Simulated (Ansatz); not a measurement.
## Worked example: correlation energy of HB–CH₂⁺, doublet

Geometry: that of the HB–CH2, triplet, kept fixed.

```xyz
5

B     0.0000   -0.1667    0.8218
C     0.0000    0.0690   -0.6707
H     0.0000    0.6438    1.6981
H     0.0000    1.0623   -1.1234
H     0.0000   -0.7400   -1.3974
```

Basis cc-pVDZ; Ansatz 0.2.0. Only valence electrons are correlated (noble-gas cores frozen), which leaves 9 electrons in 41 orbitals. R marks a restricted (for open shells ROHF) determinant, U an unrestricted one.

Full CI isn't at hand for all of this; UCCSDT(Q) serves as the reference, and is uncertain by about the last step of the cluster series.

Runs differ by some tens of microhartree through their thresholds and, for an open shell, their frozen cores, so steps under 0.03 kcal/mol mean nothing.

```tsv
level	total energy (hartree)
UHF	-63.907806
UMP2	-64.075595
UCCSD	-64.107144
UCCSD(T)	-64.112149
UCCSDT	-64.113028
UCCSDT(Q)	-64.113284
```

What is the correlation energy at UCCSDT(Q), and what share of it do UMP2 and UCCSDT recover?

E(corr) = -64.113284 − (-63.907806) = -0.205478 hartree = -5.591 eV. UMP2: -0.167789 / -0.205478 = 81.66 %. UCCSDT: -0.205222 / -0.205478 = 99.88 %.

By how many kcal/mol does UCCSD(T) miss UCCSDT(Q) (1 hartree = 627.509 kcal/mol), and which steps make up the rest?

-64.112149 − (-64.113284) = 0.001135 hartree = 0.71 kcal/mol. Steps: UCCSDT − UCCSD(T) = -0.55, UCCSDT(Q) − UCCSDT = -0.16 kcal/mol. That is within 1 kcal/mol of the reference in this basis, which itself misses far more of the correlation at the basis-set limit.
